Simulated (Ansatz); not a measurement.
Calculated with Ansatz (gas phase, PBE0-D4/def2-TZVP geometries, no zero-point term in ΔE). CCSD(T)/CBS is the MP2 limit (def2-TZVPP, def2-QZVPP) plus CCSD(T) − MP2 in def2-TZVPP, frozen cores. This one scheme is used for every species, atoms too. Open shells (•) are unrestricted, without spin–orbit coupling. Spin–orbit coupling would lower the free atoms: a little for C, Cl, F, O. One conformer a species, not always the lowest.

Consider the atomization: `COC(F)CCl` → 3 C• + Cl• + F• + 6 H• + O•.

```json
{"species": "`COC(F)CCl`", "CCSD/CBS(def2) energy (Eh)": "-752.45272"}
{"species": "C•", "CCSD/CBS(def2) energy (Eh)": "-37.78991"}
{"species": "Cl•", "CCSD/CBS(def2) energy (Eh)": "-459.70389"}
{"species": "F•", "CCSD/CBS(def2) energy (Eh)": "-99.66528"}
{"species": "H•", "CCSD/CBS(def2) energy (Eh)": "-0.50000"}
{"species": "O•", "CCSD/CBS(def2) energy (Eh)": "-75.00346"}
```

**Question.** Work out ΔE.

**Answer.** ΔE = 6 × (-0.50000) + 3 × (-37.78991) + (-459.70389) + (-99.66528) + (-75.00346) − (-752.45272) = 1.71036 Eh = +1073.3 kcal/mol. CCSD(T)/CBS gives +1091.3 kcal/mol.

Largest T1 diagnostic among the species: 0.011.

From PBE to PBE0 (25 % exact exchange), in def2-TZVPP and without D4, ΔE moves by −24.3 kcal/mol: exact exchange takes away binding that semilocal exchange gives to molecules. The D4 term adds +8.5 kcal/mol with B3LYP and +4.5 kcal/mol with PBE0; it sums over pairs of atoms, weighted by their polarisabilities, and B3LYP, whose exchange is more repulsive, gets the larger term. In def2-TZVPP, CCSD(T) changes the Hartree–Fock value by +282.3 kcal/mol (the triples alone add +18.0 kcal/mol) and MP2 by +306.6 kcal/mol; breaking electron pairs costs correlation energy, which Hartree–Fock lacks.

B3LYP here is the variant with VWN-RPA as its local correlation; programs differ in this.

For atomizations the MP2-based limit and the directly extrapolated one differ by several kJ/mol either way, and by 10 to 25 for some Ge, Se and Sn compounds, so smaller differences from it don't rank the levels.
